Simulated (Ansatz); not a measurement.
# BH₄NSi (SMILES B1N[SiH2]1): functionals against CCSD(T) at one geometry

An exercise on one series of results from a longer session: the logs are not shown, and one member is left open.

The runs use Ansatz 0.2.0, Gaussian basis; single points in def2-TZVPP.

Cores are frozen in the correlated methods.

### Where the work starts

SMILES `B1N[SiH2]1`, 7 atoms, charge 0, spin multiplicity 1.

Atoms are counted from 1 here; the program's logs count them from 0.

Bond lengths: B1–N2 1.338 Å, B1–Si3 1.890 Å, B1–H4 1.189 Å, N2–Si3 1.793 Å, N2–H5 1.052 Å, Si3–H6 1.548 Å, Si3–H7 1.453 Å. Angles: N2–B1–Si3 64.9°, N2–B1–H4 135.6°, Si3–B1–H4 159.5°, B1–N2–Si3 72.7°, B1–N2–H5 138.3°, Si3–N2–H5 149.0°, B1–Si3–N2 42.5°, B1–Si3–H6 119.3°, B1–Si3–H7 125.9°, N2–Si3–H6 104.8°, N2–Si3–H7 108.8°, H6–Si3–H7 111.6°.

As a file:

```mol
BH4NSi
  3D, bonds by distance, orders not assigned

  7  7  0  0  0  0  0  0  0  0999 V2000
   -0.9566   -0.4754   -0.2524 B   0  0
    0.0302    0.2268   -0.8207 N   0  0
    0.4701   -0.0173    0.9000 Si  0  0
   -1.9751   -0.9637   -0.6249 H   0  0
    0.2648    0.6323   -1.7630 H   0  0
    0.5331    1.4088    1.4984 H   0  0
    1.7615   -0.6802    0.9629 H   0  0
  1  2  8  0
  1  3  8  0
  1  4  8  0
  2  3  8  0
  2  5  8  0
  3  6  8  0
  3  7  8  0
M  END
```

The first run:

Contents of run/in.yaml:

```yaml
crystal:
  periodic: [false, false, false]
  atoms:
    - {symbol: B, position_ang: [-0.956600, -0.475400, -0.252400]}
    - {symbol: N, position_ang: [0.030200, 0.226800, -0.820700]}
    - {symbol: Si, position_ang: [0.470100, -0.017300, 0.900000]}
    - {symbol: H, position_ang: [-1.975100, -0.963700, -0.624900]}
    - {symbol: H, position_ang: [0.264800, 0.632300, -1.763000]}
    - {symbol: H, position_ang: [0.533100, 1.408800, 1.498400]}
    - {symbol: H, position_ang: [1.761500, -0.680200, 0.962900]}
basis:
  gaussian: {orbitals: def2-TZVPP}
correlation: {method: ccsd_t}
output: {forces: true}
```

No record of the launch command was kept for these runs.

Among the steps run: CCSD(T)/def2-TZVPP; PBE0-D4/def2-TZVPP; wB97M-V/def2-TZVPP; r2SCAN-D4/def2-TZVPP; PBE-D4/def2-TZVPP; r2SCAN0-D4/def2-TZVPP; r2SCANh-D4/def2-TZVPP.

One table of the session follows, with a row left open; its other results are not shown here.

```
    method  RMS force component (eV/Å)  angle to CCSD(T) forces (°)  dipole (D)
   CCSD(T)                       1.096                    reference        0.98
   PBE0-D4                       0.940                          8.8        0.99
   wB97M-V                           ?                            ?           ?
 r2SCAN-D4                       0.944                          6.4        1.04
    PBE-D4                       0.932                          6.9        1.07
r2SCAN0-D4                       0.962                         12.3        0.96
r2SCANh-D4                       0.950                          8.6        1.01
```

**Question.** Estimate the row for wB97M-V.

The run gave: RMS force component (eV/Å): 0.981; angle to CCSD(T) forces (°): 7.2; dipole (D): 0.92. In the column «RMS force component (eV/Å)» it lies between r2SCAN0-D4 (0.962) and CCSD(T) (1.096).
